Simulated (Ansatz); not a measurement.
## C2H3NS, SMILES SC1=NC1: a rigid scan of one bond angle

Run with Ansatz's Python interface.

`run_bend.py`:
```python
import warnings

import ansatz as az
from ase import Atoms

warnings.simplefilter("ignore", az.DeckWarning)

atoms = Atoms(["S", "C", "N", "C", "H", "H", "H"], positions=[
    [-1.4891, -0.721, -1.0233],
    [-0.222, -0.5843, -0.0543],
    [0.5463, -1.231, 0.6609],
    [0.7758, 0.3407, 0.4664],
    [-1.6208, 0.6157, -1.3648],
    [0.4681, 0.902, 1.3631],
    [1.6029, 0.6099, -0.0936],
])

first = (
    az.Crystal.molecule_from_ase(atoms).calculation()
    .basis(gaussian="def2-SVP")
    .functional("r2scan")
    .relax(force_tolerance=0.02, max_steps=80)
)
atoms.positions = first.run(threads=1).report["positions_ang"]

rows = []
for angle in [90, 100, 110, 120, 135, 150, 165, 179]:
    bent = atoms.copy()
    bent.set_angle(1, 0, 4, angle, indices=[4])
    base = az.Crystal.molecule_from_ase(bent).calculation().basis(gaussian="def2-SVP").functional("r2scan")
    rows.append((angle, base.run(threads=1).report["free_energy_ev"]))
floor = min(e for _, e in rows)
for angle, e in rows:
    print(f"angle C1-S0-H4 = {angle:3d} deg   {1000 * (e - floor):9.1f} meV")
```

```console
$ python run_bend.py
angle C1-S0-H4 =  90 deg         2.0 meV
angle C1-S0-H4 = 100 deg         0.0 meV
angle C1-S0-H4 = 110 deg       161.5 meV
angle C1-S0-H4 = 120 deg       467.0 meV
angle C1-S0-H4 = 135 deg      1143.0 meV
angle C1-S0-H4 = 150 deg      1966.2 meV
angle C1-S0-H4 = 165 deg      2684.6 meV
angle C1-S0-H4 = 179 deg      2946.0 meV
```

The scan is rigid, and the energies are electronic, in a modest basis. The zero is the lowest point of the grid, which needn't be the minimum. The whole script took 29 s on 1 thread of AMD EPYC 9R14 (Zen 4), on a shared host, peak memory 0.23 GiB.

(Lines on the test bed's own set-up are left out of the output.)
